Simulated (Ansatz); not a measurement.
`BO` → `[BH]O`• + H•  (homolysis of the B–H bond)

Calculated with Ansatz (gas phase, PBE0-D4/def2-TZVP geometries, no zero-point term in ΔE). CCSD(T)/CBS is extrapolated from def2-TZVPP and def2-QZVPP, frozen cores. DFT in def2-TZVPP. Open shells (•) are unrestricted, without spin–orbit coupling.

```tsv
level	ΔE (eV)
ωB97X-V	4.75
CCSD/def2-SVP	4.61
SCS-MP2/def2-TZVPP	4.74
CCSD/CBS(cc)	4.75
```

Problem. What does CCSD(T)/CBS give? (Best estimate.)

Solution. The calculation gave: +4.76 eV. The listed levels differ from it by -0.01, -0.15, -0.02, -0.01 eV.

Problem. What do rigid-rotor, harmonic-oscillator terms from PBE0-D4/def2-TZVP frequencies (298.15 K, 1 bar) make of the CCSD(T)/CBS value? (Estimate.)

Solution. Computed: ΔZPE = -0.31 eV, ΔH = +4.51 eV, ΔS = 116 J/(mol·K), ΔG = +4.16 eV. Open shells count their whole term as degenerate.

Largest T1 diagnostic among the species: 0.016.

Leaving LDA and LC-ωPBE aside and taking each functional with its dispersion term where it has one, the values, not all of them listed here, spread over 0.30 eV, from revPBE-D4 to ωB97M-V. LDA lies +0.42 eV from PBE without D4, its usual overbinding. In def2-TZVPP, CCSD(T) changes the Hartree–Fock value by +0.93 eV (the triples alone add +0.01 eV) and MP2 by +0.83 eV; breaking electron pairs costs correlation energy, which Hartree–Fock lacks. At CCSD(T), def2-SVP lies −0.15 eV from the extrapolated value and def2-TZVPP −0.05 eV: correlation converges slowly with the basis, and small sets miss more of it in the bonded molecule than in its fragments.
